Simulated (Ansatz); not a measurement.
# SiSF (doublet): the correlation ladder at a displaced geometry (v2), cc-pVDZ

The task here is to estimate one member of a computed series from the others.

Method: cc-pVDZ, core rule «outside noble gas», up to 11 orbitals frozen; program: Ansatz 0.2.0, Gaussian basis.

The runs, in order: UHF; CCSD(T) on ROHF; CCSD(T) on UHF; BCCD(T) on ROHF; CISD; CCSDT(Q) on ROHF; CCSDT(Q) on UHF.

32 further runs of the same task are left out: 13 for a known fault of the program, 7 that didn't finish, 12 set aside as unsound or not needed.

### The geometry

The geometry is a PBE0/def2-TZVP stationary point (not a proven minimum) with its atoms shifted at random (size 0.100 Å).

3 atoms, charge 0, spin multiplicity 2.

Atoms are counted from 1 here; the program's logs count them from 0.

Bond lengths: F1–Si3 1.605 Å, S2–Si3 1.952 Å. Angles: F1–Si3–S2 124.6°.

Set-up of the first run:

Input file in.yaml:

```yaml
crystal:
  periodic: [false, false, false]
  atoms:
    - {symbol: F, position_ang: [0.098111, 0.427907, 1.736914]}
    - {symbol: S, position_ang: [-0.066764, 0.180433, -1.403033]}
    - {symbol: Si, position_ang: [0.009857, -0.495457, 0.426898]}
basis:
  gaussian: {orbitals: cc-pVDZ}
magnetization: {spin_polarized: true, initial_magnetization: 1}
hamiltonian: {xc: hf}
output: {orbitals: {seedname: orbitals}}
```

Run with:

```console
> ansatz run in.yaml --threads 1 --pin off --events-out ev --progress --plain --max-ram 2393MiB
```

Among the steps run: UHF; CCSD(T) on ROHF; CCSD(T) on UHF; BCCD(T) on ROHF; CISD; CCSDT(Q) on ROHF; CCSDT(Q) on UHF.

One table of the session follows, with a row left open; its other results are not shown here.

| method | from UCCSDT(Q) (kcal/mol) |
| --- | --- |
| ROHF | +265.53 |
| UHF | +262.86 |
| RMP2 | +21.37 |
| UMP2 | +21.45 |
| CISD | ? |
| RCCSD | +9.84 |
| UCCSD | +9.69 |
| RCCSD(T) | +1.62 |
| UCCSD(T) | +1.67 |
| BCCD(T) | +1.59 |
| RCCSDT | +0.91 |
| UCCSDT | +0.90 |
| RCCSDT(Q) | +0.16 |
| UCCSDT(Q) | 0 |

Q: Estimate the row for CISD from the others.

The run gave: from UCCSDT(Q) (kcal/mol): +37.42. In the column «from UCCSDT(Q) (kcal/mol)» it lies between UMP2 (+21.45) and UHF (+262.86).

To keep in mind: Restricted and unrestricted rows rest on different reference determinants; where their highest levels disagree by more than a few hundredths of an eV, they describe different states and don't form one ladder.
